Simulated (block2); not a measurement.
# DMRG/STO-3G run of O2F (SMILES [O]OF), part 1 of 2

What is the energy change on altering one bond length of O2F at DMRG/STO-3G? 

The calculation is run with block2 0.5.4.

1 further run of the same task is left out (set aside as unsound or not needed).

**1. The molecule**

O2F has 3 atoms, charge 0, and is taken as a doublet. SMILES: `[O]OF`. The shape is that of a PBE0-D4/def2-TZVP optimisation.

Bond lengths: O1–O2 1.181 Å. A long bond or contact: O2–F3 1.573 Å.

**2. The energy at DMRG/STO-3G**

File integrals.py:

```python
from pyscf import ao2mo, cc, dft, gto, mcscf, mp, scf
from pyscf.tools import fcidump

mol = gto.M(atom="""
O
O 1 1.181137
F 2 1.573215 1 111.00452
""", basis="sto-3g", spin=1, verbose=4, max_memory=2000)
print("nao: %d" % (mol.nao))
mf = scf.ROHF(mol)
mf.conv_tol = 1e-10
mf.max_cycle = 200
mf.kernel()
if not mf.converged:
    mf = mf.newton().run(mf.mo_coeff, mf.mo_occ)
print("E(SCF): %.10f" % (mf.e_tot))
# single-reference ladder for comparison
ref = scf.UHF(mol).run(mf.make_rdm1(), conv_tol=1e-10)
pt = mp.MP2(ref, frozen=3).run()
mycc = cc.CCSD(ref, frozen=3)
mycc.max_cycle = 150
mycc.kernel()
print("E(MP2): %.10f" % (pt.e_tot))
if mycc.converged:
    print(f"E(CCSD): {mycc.e_tot:.10f}")
    print("E(CCSD(T)): %.10f" % (mycc.e_tot + mycc.ccsd_t()))
# a few density functionals on the same geometry and basis
ks = dft.UKS(mol, xc="blyp").set(conv_tol=1e-9, verbose=3).run(mf.make_rdm1())
if ks.converged:
    print("E(BLYP): %.8f" % (ks.e_tot))
ks = dft.UKS(mol, xc="tpss").set(conv_tol=1e-9, verbose=3).run(mf.make_rdm1())
if ks.converged:
    print(f"E(TPSS): {ks.e_tot:.8f}")
ks = dft.UKS(mol, xc="tpssh").set(conv_tol=1e-9, verbose=3).run(mf.make_rdm1())
if ks.converged:
    print(f"E(TPSSh): {ks.e_tot:.8f}")
# CCSD natural orbitals
occ_no, mo = mcscf.addons.make_natural_orbitals(cc.CCSD(mf.to_uhf(), frozen=3).run())
mf.mo_coeff = mo
# FCIDUMP for the DMRG program
cas = mcscf.CASCI(mf, 12, 19)
h1, ecore = cas.get_h1eff()
fcidump.from_integrals("FCIDUMP", h1, cas.get_h2eff(), 12, 19, nuc=ecore, ms=1)
# exact diagonalisation in the same space
ci = mcscf.CASCI(mf, 12, (10, 9))
ci.fix_spin_(ss=0.75)
ci.fcisolver.conv_tol = 1e-10
ci.fcisolver.max_cycle = 200
ci.kernel()
print(f"exact diagonalisation: {ci.e_tot:.10f}")
```

File block.conf:

```
sym c1
orbitals FCIDUMP
nelec 19
spin 1
irrep 1
occ 2 2 2 2 2 2 2 2 2 1 0 0
cbias 0.2
schedule
0 25 1E-08 1E-03
4 50 1E-08 1E-04
7 75 1E-08 1E-04
9 100 1E-08 1E-05
11 100 1E-09 0.0
end
maxiter 17
sweep_tol 1E-07
noreorder
mem 2g
num_thrds 1
prefix ./tmp
outputlevel 1
onepdm
```

Launch:

```bash
$ python integrals.py && block2main block.conf
```

What it wrote:

```text
$ python integrals.py

[INPUT] verbose = 4
[INPUT] num. atoms = 3
[INPUT] num. electrons = 25
[INPUT] charge = 0
[INPUT] spin (= nelec alpha-beta = 2S) = 1
[INPUT] symmetry False subgroup None
[INPUT] Mole.unit = angstrom
[INPUT] Symbol           X                Y                Z      unit          X                Y                Z       unit  Magmom
[INPUT]  1 O      0.000000000000   0.000000000000   0.000000000000 AA    0.000000000000   0.000000000000   0.000000000000 Bohr   0.0
[INPUT]  2 O      1.181137000000   0.000000000000   0.000000000000 AA    2.232025445590   0.000000000000   0.000000000000 Bohr   0.0
[INPUT]  3 F      1.745042697884   0.000000000000   1.468678249352 AA    3.297652774673   0.000000000000   2.775399656381 Bohr   0.0

nuclear repulsion = 69.5966851942288
number of shells = 9
number of NR pGTOs = 45
number of NR cGTOs = 15
basis = sto-3g
ecp = {}
CPU time:         0.69
nao: 15

******** <class 'pyscf.scf.rohf.ROHF'> ********
method = ROHF
initial guess = minao
damping factor = 0
level_shift factor = 0
DIIS = <class 'pyscf.scf.diis.CDIIS'>
diis_start_cycle = 1
diis_space = 8
diis_damp = 0
SCF conv_tol = 1e-10
SCF conv_tol_grad = None
SCF max_cycles = 200
direct_scf = True
direct_scf_tol = 1e-13
chkfile to save SCF result = tmp3ozq9a1i
max_memory 2000 MB (current use 108 MB)
num. doubly occ = 12  num. singly occ = 1
Set gradient conv threshold to 1e-05
init E= -245.588027399912
[... the frontier-level lines of each cycle are left out ...]
cycle= 1 E= -245.349536661303  delta_E= 0.238  |g|= 0.469  |ddm|= 1.88
cycle= 2 E= -244.950226567189  delta_E= 0.399  |g|= 0.957  |ddm|= 1.73
cycle= 3 E= -245.471867733971  delta_E= -0.522  |g|= 0.331  |ddm|= 1.56
cycle= 4 E= -245.50623106402  delta_E= -0.0344  |g|= 0.204  |ddm|= 0.168
cycle= 5 E= -245.536451419639  delta_E= -0.0302  |g|= 0.0889  |ddm|= 0.293
cycle= 6 E= -245.541755781701  delta_E= -0.0053  |g|= 0.0346  |ddm|= 0.126
cycle= 7 E= -245.542602543153  delta_E= -0.000847  |g|= 0.00771  |ddm|= 0.0638
cycle= 8 E= -245.542640187913  delta_E= -3.76e-05  |g|= 0.00322  |ddm|= 0.0124
cycle= 9 E= -245.542646980635  delta_E= -6.79e-06  |g|= 0.00124  |ddm|= 0.00546
cycle= 10 E= -245.542647599485  delta_E= -6.19e-07  |g|= 0.000765  |ddm|= 0.00104
cycle= 11 E= -245.542647992943  delta_E= -3.93e-07  |g|= 7.52e-05  |ddm|= 0.00149
cycle= 12 E= -245.542648005053  delta_E= -1.21e-08  |g|= 1.1e-05  |ddm|= 0.000317
cycle= 13 E= -245.542648005176  delta_E= -1.23e-10  |g|= 5.21e-06  |ddm|= 2.14e-05
cycle= 14 E= -245.542648005223  delta_E= -4.74e-11  |g|= 2.05e-06  |ddm|= 1.62e-05
Extra cycle  E= -245.542648005228  delta_E= -4.66e-12  |g|= 1.35e-06  |ddm|= 3.17e-06
converged SCF energy = -245.542648005228
E(SCF): -245.5426480052

******** <class 'pyscf.scf.uhf.UHF'> ********
method = UHF
initial guess = minao
damping factor = 0
level_shift factor = 0
DIIS = <class 'pyscf.scf.diis.CDIIS'>
diis_start_cycle = 1
diis_space = 8
diis_damp = 0
SCF conv_tol = 1e-10
SCF conv_tol_grad = None
SCF max_cycles = 50
direct_scf = True
direct_scf_tol = 1e-13
chkfile to save SCF result = tmpm0swdwoa
max_memory 2000 MB (current use 113 MB)
number electrons alpha = 13  beta = 12
Set gradient conv threshold to 1e-05
init E= -245.542648005228
cycle= 1 E= -245.543401062558  delta_E= -0.000753  |g|= 0.0141  |ddm|= 0.0421
cycle= 2 E= -245.543722876602  delta_E= -0.000322  |g|= 0.0112  |ddm|= 0.026
cycle= 3 E= -245.544172166622  delta_E= -0.000449  |g|= 0.0134  |ddm|= 0.0324
cycle= 4 E= -245.543252890472  delta_E= 0.000919  |g|= 0.00332  |ddm|= 0.101
cycle= 5 E= -245.543252977447  delta_E= -8.7e-08  |g|= 0.00109  |ddm|= 0.0154
cycle= 6 E= -245.543254836704  delta_E= -1.86e-06  |g|= 0.000493  |ddm|= 0.00509
cycle= 7 E= -245.54325566611  delta_E= -8.29e-07  |g|= 0.000321  |ddm|= 0.0018
cycle= 8 E= -245.543256146797  delta_E= -4.81e-07  |g|= 0.000201  |ddm|= 0.00163
cycle= 9 E= -245.543256380315  delta_E= -2.34e-07  |g|= 0.000113  |ddm|= 0.00135
cycle= 10 E= -245.543256461378  delta_E= -8.11e-08  |g|= 5.48e-05  |ddm|= 0.000982
cycle= 11 E= -245.543256476688  delta_E= -1.53e-08  |g|= 1.96e-05  |ddm|= 0.000444
cycle= 12 E= -245.543256478301  delta_E= -1.61e-09  |g|= 8.16e-06  |ddm|= 0.000127
cycle= 13 E= -245.543256478429  delta_E= -1.28e-10  |g|= 7.75e-06  |ddm|= 1.93e-05
cycle= 14 E= -245.54325647855  delta_E= -1.21e-10  |g|= 8.74e-06  |ddm|= 1.3e-05
cycle= 15 E= -245.54325647828  delta_E= 2.7e-10  |g|= 5.7e-06  |ddm|= 3.39e-05
cycle= 16 E= -245.54325647819  delta_E= 8.94e-11  |g|= 2.19e-06  |ddm|= 3.16e-05
Extra cycle  E= -245.543256478199  delta_E= -8.53e-12  |g|= 1.92e-06  |ddm|= 3.92e-06
converged SCF energy = -245.543256478199  <S^2> = 0.75386691  2S+1 = 2.0038632

******** <class 'pyscf.mp.ump2.UMP2'> ********
nocc = (np.int64(10), np.int64(9)), nmo = (12, 12)
frozen orbitals 3
max_memory 2000 MB (current use 122 MB)
E(UMP2) = -245.656548428262  E_corr = -0.113291950063009
E(SCS-UMP2) = -245.664423820303  E_corr = -0.121167342104446
E_corr(same-spin) = -0.0170573053513449
E_corr(oppo-spin) = -0.0962346447116644

******** <class 'pyscf.cc.uccsd.UCCSD'> ********
CC2 = 0
CCSD nocc = (np.int64(10), np.int64(9)), nmo = (12, 12)
frozen orbitals 3
max_cycle = 150
direct = 0
conv_tol = 1e-07
conv_tol_normt = 1e-06
diis_space = 6
diis_start_cycle = 0
diis_start_energy_diff = 1e+09
max_memory 2000 MB (current use 122 MB)
Init t2, MP2 energy = -0.113291943207367
Init E_corr(UCCSD) = -0.113291943212218
cycle = 1  E_corr(UCCSD) = -0.137987188152976  dE = -0.0246952449  norm(t1,t2) = 0.106395
cycle = 2  E_corr(UCCSD) = -0.15046127321509  dE = -0.0124740851  norm(t1,t2) = 0.0563632
cycle = 3  E_corr(UCCSD) = -0.160374883171214  dE = -0.00991360996  norm(t1,t2) = 0.0368944
cycle = 4  E_corr(UCCSD) = -0.164169012781839  dE = -0.00379412961  norm(t1,t2) = 0.0173204
cycle = 5  E_corr(UCCSD) = -0.164331188120439  dE = -0.000162175339  norm(t1,t2) = 0.010303
cycle = 6  E_corr(UCCSD) = -0.164851027863447  dE = -0.000519839743  norm(t1,t2) = 0.00359043
cycle = 7  E_corr(UCCSD) = -0.164649701638288  dE = 0.000201326225  norm(t1,t2) = 0.00206489
cycle = 8  E_corr(UCCSD) = -0.164756999125962  dE = -0.000107297488  norm(t1,t2) = 0.00102736
cycle = 9  E_corr(UCCSD) = -0.16475970987852  dE = -2.71075256e-06  norm(t1,t2) = 0.000536974
cycle = 10  E_corr(UCCSD) = -0.164781284167149  dE = -2.15742886e-05  norm(t1,t2) = 0.000286709
cycle = 11  E_corr(UCCSD) = -0.164772396566169  dE = 8.88760098e-06  norm(t1,t2) = 0.000186722
cycle = 12  E_corr(UCCSD) = -0.164769182902647  dE = 3.21366352e-06  norm(t1,t2) = 9.34273e-05
cycle = 13  E_corr(UCCSD) = -0.164770272871121  dE = -1.08996847e-06  norm(t1,t2) = 5.98881e-05
cycle = 14  E_corr(UCCSD) = -0.164772231510163  dE = -1.95863904e-06  norm(t1,t2) = 4.01832e-05
cycle = 15  E_corr(UCCSD) = -0.164774684558818  dE = -2.45304866e-06  norm(t1,t2) = 2.63026e-05
cycle = 16  E_corr(UCCSD) = -0.16477522902822  dE = -5.44469402e-07  norm(t1,t2) = 1.80298e-05
cycle = 17  E_corr(UCCSD) = -0.164774972612692  dE = 2.56415527e-07  norm(t1,t2) = 1.29971e-05
cycle = 18  E_corr(UCCSD) = -0.164774233768498  dE = 7.38844194e-07  norm(t1,t2) = 8.75052e-06
cycle = 19  E_corr(UCCSD) = -0.164773967177518  dE = 2.66590979e-07  norm(t1,t2) = 4.64935e-06
cycle = 20  E_corr(UCCSD) = -0.164773916878339  dE = 5.02991791e-08  norm(t1,t2) = 2.84552e-06
cycle = 21  E_corr(UCCSD) = -0.164773933716058  dE = -1.68377193e-08  norm(t1,t2) = 2.15323e-06
cycle = 22  E_corr(UCCSD) = -0.164773967824804  dE = -3.41087451e-08  norm(t1,t2) = 1.3914e-06
cycle = 23  E_corr(UCCSD) = -0.164773961733277  dE = 6.09152695e-09  norm(t1,t2) = 7.17417e-07
UCCSD converged
E(UCCSD) = -245.7080304399322  E_corr = -0.1647739617332766
E(MP2): -245.6565484283
E(CCSD): -245.7080304399
UCCSD(T) correction = -0.00724674064598534
E(CCSD(T)): -245.7152771806
radial grids:
    Treutler-Ahlrichs [JCP 102, 346 (1995); DOI:10.1063/1.469408] (M4) radial grids

becke partition: Becke, JCP 88, 2547 (1988); DOI:10.1063/1.454033
pruning grids: <function nwchem_prune at 0xf47ed66c8180>
grids dens level: 3
symmetrized grids: False
atomic radii adjust function: <function treutler_atomic_radii_adjust at 0xf47ed66c8680>
tot grids = 42432
converged SCF energy = -246.526175648366  <S^2> = 0.75352444  2S+1 = 2.0035213
E(BLYP): -246.52617565
radial grids:
    Treutler-Ahlrichs [JCP 102, 346 (1995); DOI:10.1063/1.469408] (M4) radial grids

becke partition: Becke, JCP 88, 2547 (1988); DOI:10.1063/1.454033
pruning grids: <function nwchem_prune at 0xf47ed66c8180>
grids dens level: 3
symmetrized grids: False
atomic radii adjust function: <function treutler_atomic_radii_adjust at 0xf47ed66c8680>
tot grids = 42432
converged SCF energy = -246.654404199902  <S^2> = 0.75353968  2S+1 = 2.0035366
E(TPSS): -246.65440420
radial grids:
    Treutler-Ahlrichs [JCP 102, 346 (1995); DOI:10.1063/1.469408] (M4) radial grids

becke partition: Becke, JCP 88, 2547 (1988); DOI:10.1063/1.454033
pruning grids: <function nwchem_prune at 0xf47ed66c8180>
grids dens level: 3
symmetrized grids: False
atomic radii adjust function: <function treutler_atomic_radii_adjust at 0xf47ed66c8680>
tot grids = 42432
converged SCF energy = -246.630018032977  <S^2> = 0.76224709  2S+1 = 2.0122098
E(TPSSh): -246.63001803

******** <class 'pyscf.cc.uccsd.UCCSD'> ********
CC2 = 0
CCSD nocc = (np.int64(10), np.int64(9)), nmo = (12, 12)
frozen orbitals 3
max_cycle = 50
direct = 0
conv_tol = 1e-07
conv_tol_normt = 1e-06
diis_space = 6
diis_start_cycle = 0
diis_start_energy_diff = 1e+09
max_memory 2000 MB (current use 133 MB)
Init t2, MP2 energy = -0.113868371743035
Init E_corr(UCCSD) = -0.114383974136978
cycle = 1  E_corr(UCCSD) = -0.139296713941418  dE = -0.0249127398  norm(t1,t2) = 0.105651
cycle = 2  E_corr(UCCSD) = -0.151679581817637  dE = -0.0123828679  norm(t1,t2) = 0.0551216
cycle = 3  E_corr(UCCSD) = -0.161163353439543  dE = -0.00948377162  norm(t1,t2) = 0.0355841
cycle = 4  E_corr(UCCSD) = -0.16484724655218  dE = -0.00368389311  norm(t1,t2) = 0.0164939
cycle = 5  E_corr(UCCSD) = -0.165035687630456  dE = -0.000188441078  norm(t1,t2) = 0.00973782
cycle = 6  E_corr(UCCSD) = -0.165494928089456  dE = -0.000459240459  norm(t1,t2) = 0.00335591
cycle = 7  E_corr(UCCSD) = -0.165336695615704  dE = 0.000158232474  norm(t1,t2) = 0.00193482
cycle = 8  E_corr(UCCSD) = -0.165420708997729  dE = -8.4013382e-05  norm(t1,t2) = 0.00100418
cycle = 9  E_corr(UCCSD) = -0.165423238488784  dE = -2.52949106e-06  norm(t1,t2) = 0.000574054
cycle = 10  E_corr(UCCSD) = -0.165449886084387  dE = -2.66475956e-05  norm(t1,t2) = 0.000353339
cycle = 11  E_corr(UCCSD) = -0.165439284518085  dE = 1.06015663e-05  norm(t1,t2) = 0.000242239
cycle = 12  E_corr(UCCSD) = -0.165434083549829  dE = 5.20096826e-06  norm(t1,t2) = 0.000126519
cycle = 13  E_corr(UCCSD) = -0.165435538445821  dE = -1.45489599e-06  norm(t1,t2) = 8.42287e-05
cycle = 14  E_corr(UCCSD) = -0.165438685836751  dE = -3.14739093e-06  norm(t1,t2) = 5.70675e-05
cycle = 15  E_corr(UCCSD) = -0.165441972126452  dE = -3.2862897e-06  norm(t1,t2) = 3.40558e-05
cycle = 16  E_corr(UCCSD) = -0.165442439643131  dE = -4.67516679e-07  norm(t1,t2) = 2.19712e-05
cycle = 17  E_corr(UCCSD) = -0.165442070234492  dE = 3.69408639e-07  norm(t1,t2) = 1.559e-05
cycle = 18  E_corr(UCCSD) = -0.165441016140639  dE = 1.05409385e-06  norm(t1,t2) = 1.09739e-05
cycle = 19  E_corr(UCCSD) = -0.165440661682835  dE = 3.54457803e-07  norm(t1,t2) = 6.3838e-06
cycle = 20  E_corr(UCCSD) = -0.165440607541148  dE = 5.4141687e-08  norm(t1,t2) = 4.10438e-06
cycle = 21  E_corr(UCCSD) = -0.165440639046966  dE = -3.15058171e-08  norm(t1,t2) = 3.14715e-06
cycle = 22  E_corr(UCCSD) = -0.165440668434607  dE = -2.9387641e-08  norm(t1,t2) = 2.09319e-06
cycle = 23  E_corr(UCCSD) = -0.165440650655507  dE = 1.77790994e-08  norm(t1,t2) = 1.01538e-06
cycle = 24  E_corr(UCCSD) = -0.165440629627184  dE = 2.10283234e-08  norm(t1,t2) = 6.61954e-07
UCCSD converged
E(UCCSD) = -245.7080886348549  E_corr = -0.1654406296271837
cycle = 1  norm(lambda1,lambda2) = 0.0486103
cycle = 2  norm(lambda1,lambda2) = 0.0129624
cycle = 3  norm(lambda1,lambda2) = 0.00728598
cycle = 4  norm(lambda1,lambda2) = 0.00390766
cycle = 5  norm(lambda1,lambda2) = 0.00268089
cycle = 6  norm(lambda1,lambda2) = 0.00146148
cycle = 7  norm(lambda1,lambda2) = 0.000879789
cycle = 8  norm(lambda1,lambda2) = 0.000478827
cycle = 9  norm(lambda1,lambda2) = 0.000271837
cycle = 10  norm(lambda1,lambda2) = 0.000155789
cycle = 11  norm(lambda1,lambda2) = 9.94018e-05
cycle = 12  norm(lambda1,lambda2) = 5.70059e-05
cycle = 13  norm(lambda1,lambda2) = 3.81813e-05
cycle = 14  norm(lambda1,lambda2) = 1.8059e-05
cycle = 15  norm(lambda1,lambda2) = 9.68302e-06
cycle = 16  norm(lambda1,lambda2) = 6.21673e-06
cycle = 17  norm(lambda1,lambda2) = 3.43541e-06
cycle = 18  norm(lambda1,lambda2) = 1.17133e-06
cycle = 19  norm(lambda1,lambda2) = 6.47777e-07

******** <class 'pyscf.mcscf.casci.CASCI'> ********
CAS (10e+9e, 12o), ncore = 3, nvir = 0
natorb = False
canonicalization = True
sorting_mo_energy = False
max_memory 2000 MB (current use 133 MB)
******** <class 'pyscf.fci.addons.SpinPenaltyFCISolver'> ********
max. cycles = 200
conv_tol = 1e-10
davidson only = True
linear dependence = 1e-12
level shift = 0.001
max iter space = 12
max_memory 2000 MB
nroots = 1
pspace_size = 400
spin = None
Density matrix diagonal elements [1.99950854 1.99918444 1.99868176 1.99171984 1.99602164 1.9594211
 1.96251202 1.96597181 1.77453129 1.04443616 0.26826706 0.03974433]
CASCI converged
CASCI E = -245.719776877831  E(CI) = -94.1665330819221  S^2 = 0.7500000
exact diagonalisation: -245.7197768778

$ block2main block.conf

********************************** INPUT START **********************************
sym                                                             c1
orbitals                                                   FCIDUMP
nelec                                                           19
spin                                                             1
irrep                                                            1
occ                                        2 2 2 2 2 2 2 2 2 1 0 0
cbias                                                          0.2
maxiter                                                         17
sweep_tol                                                    1E-07
noreorder
mem                                                             2g
num_thrds                                                        1
prefix                                                       ./tmp
outputlevel                                                      1
onepdm
schedule                  Sweep   0-   3 : Mmps =    25 Noise =     0.001 DavTol =     1e-08
                          Sweep   4-   6 : Mmps =    50 Noise =    0.0001 DavTol =     1e-08
                          Sweep   7-   8 : Mmps =    75 Noise =    0.0001 DavTol =     1e-08
                          Sweep   9-  10 : Mmps =   100 Noise =     1e-05 DavTol =     1e-08
                          Sweep  11-  16 : Mmps =   100 Noise =         0 DavTol =     1e-09
********************************** INPUT END   **********************************

SPIN ADAPTED - REAL DOMAIN - DOUBLE PREC
qc mpo type =  QCTypes.Conventional
 UseMainStack = 0 MinDiskUsage = 1 MinMemUsage = 0 IBuf = 0 OBuf = 0
 FPCompression: prec = 1.00e-16 chunk = 1024
 IMain = 0 B / 134 MB DMain = 0 B / 687 MB ISeco = 0 B / 57.2 MB DSeco = 0 B / 1.01 GB
 OpenMP = 1 TBB = 0 BLIS = 0 MKL = NONE  SeqType = Tasked AlignType = None MKLIntLen = 4
 THREADING = 2 layers : Global | Operator BatchedGEMM
 NUMBER : Global = 1 Operator = 1 Quanta = 0 MKL = 1
 COMPLEX = 1 SINGLE-PREC = 1 KSYMM = 0
read integral finished 0.009193160978611559
integral sym error =            0
MinMPOMemUsage =  False
MPS =  CCRRRRRRRRRR 0 2 < N=19 S=1/2 PG=0 >
GS INIT MPS BOND DIMS =       1     3    10    29    31    29    30    31    30    27    15     4     1
pre-mpo memory usage =  155 MB
build mpo start ...
build mpo finished ... Tread = 0.000 Twrite = 0.000 T = 0.014
simpl mpo start ...
simpl mpo finished ... Tread = 0.000 Twrite = 0.000 T = 0.040
GS MPO BOND DIMS =      17    24    35    50    69    92    69    50    35    23    16     1
build 1pdm mpo 0.09920827695168555
build identity mpo 0.10078637395054102
memory usage =  165 MB
para mpo finished 0.10163888899842277
env init finished 0.16418126598000526

Sweep =    0 | Direction =  forward | Bond dimension =   25 | Noise =  1.00e-03 | Dav threshold =  1.00e-08
Time elapsed =      0.769 | E =    -245.6368166081 | DW = 2.78192e-04

Sweep =    1 | Direction = backward | Bond dimension =   25 | Noise =  1.00e-03 | Dav threshold =  1.00e-08
Time elapsed =      0.960 | E =    -245.7083139095 | DE = -7.15e-02 | DW = 2.29454e-04

Sweep =    2 | Direction =  forward | Bond dimension =   25 | Noise =  1.00e-03 | Dav threshold =  1.00e-08
Time elapsed =      1.156 | E =    -245.7151804315 | DE = -6.87e-03 | DW = 2.15314e-04

Sweep =    3 | Direction = backward | Bond dimension =   25 | Noise =  1.00e-03 | Dav threshold =  1.00e-08
Time elapsed =      1.346 | E =    -245.7155798072 | DE = -3.99e-04 | DW = 5.42647e-04

Sweep =    4 | Direction =  forward | Bond dimension =   50 | Noise =  1.00e-04 | Dav threshold =  1.00e-08
Time elapsed =      1.606 | E =    -245.7163813546 | DE = -8.02e-04 | DW = 2.57631e-06

Sweep =    5 | Direction = backward | Bond dimension =   50 | Noise =  1.00e-04 | Dav threshold =  1.00e-08
Time elapsed =      2.087 | E =    -245.7195446764 | DE = -3.16e-03 | DW = 2.89686e-05

Sweep =    6 | Direction =  forward | Bond dimension =   50 | Noise =  1.00e-04 | Dav threshold =  1.00e-08
Time elapsed =      2.526 | E =    -245.7196904875 | DE = -1.46e-04 | DW = 1.86047e-05

Sweep =    7 | Direction = backward | Bond dimension =   75 | Noise =  1.00e-04 | Dav threshold =  1.00e-08
Time elapsed =      3.102 | E =    -245.7197501311 | DE = -5.96e-05 | DW = 6.53412e-06

Sweep =    8 | Direction =  forward | Bond dimension =   75 | Noise =  1.00e-04 | Dav threshold =  1.00e-08
Time elapsed =      3.698 | E =    -245.7197705206 | DE = -2.04e-05 | DW = 1.47509e-06

Sweep =    9 | Direction = backward | Bond dimension =  100 | Noise =  1.00e-05 | Dav threshold =  1.00e-08
Time elapsed =      4.459 | E =    -245.7197764042 | DE = -5.88e-06 | DW = 1.88488e-07

Sweep =   10 | Direction =  forward | Bond dimension =  100 | Noise =  1.00e-05 | Dav threshold =  1.00e-08
Time elapsed =      5.196 | E =    -245.7197768644 | DE = -4.60e-07 | DW = 2.92223e-08

Sweep =   11 | Direction = backward | Bond dimension =  100 | Noise =  0.00e+00 | Dav threshold =  1.00e-09
Time elapsed =      5.827 | E =    -245.7197768771 | DE = -1.26e-08 | DW = 2.63268e-09

Final canonical form =  CRRRRRRRRRRR 0
DMRG Energy = -245.719776877056290
npdm string = ['(C+D)0']

Build NPDM MPO | Nsites =    12 | Nmaxops =  2 | SymbolFree = T | Cutoff = 0.00e+00
 Site =     0 /    12 .. L =        4 R =        1 M =            0 Tmid = 0.000 T = 0.000
 Site =     1 /    12 .. L =        4 R =       23 M =           23 Tmid = 0.000 T = 0.000
 Site =     2 /    12 .. L =        4 R =       21 M =           21 Tmid = 0.000 T = 0.000
 Site =     3 /    12 .. L =        4 R =       19 M =           19 Tmid = 0.000 T = 0.000
 Site =     4 /    12 .. L =        4 R =       17 M =           17 Tmid = 0.000 T = 0.000
 Site =     5 /    12 .. L =        4 R =       15 M =           15 Tmid = 0.000 T = 0.000
 Site =     6 /    12 .. L =        4 R =       13 M =           13 Tmid = 0.000 T = 0.000
 Site =     7 /    12 .. L =        4 R =       11 M =           11 Tmid = 0.000 T = 0.000
 Site =     8 /    12 .. L =        4 R =        9 M =            9 Tmid = 0.000 T = 0.000
 Site =     9 /    12 .. L =        4 R =        7 M =            7 Tmid = 0.000 T = 0.000
 Site =    10 /    12 .. L =        4 R =        5 M =            5 Tmid = 0.000 T = 0.000
 Site =    11 /    12 .. L =        1 R =        4 M =            4 Tmid = 0.000 T = 0.000
Ttotal =      0.000

Expectation | Direction =  forward | BRA bond dimension =  100 | KET bond dimension =  100
Time elapsed =      0.075
NPDM Sorting | Nsites =    12 | Nmaxops =  2 | DotSite = 2 | SymbolFree = T | Compressed = T | LowMem = F | Mem = 1.12 KB
Ttotal =      0.000

DMRG OCC =   2.000 1.999 1.999 1.992 1.996 1.959 1.963 1.966 1.775 1.044 0.268 0.040
```

Run time: 17 s. Hardware: 1 thread of Arm Neoverse N1, shared host; peak memory 0.18 GiB.

(Continued in part 2 of 2.)
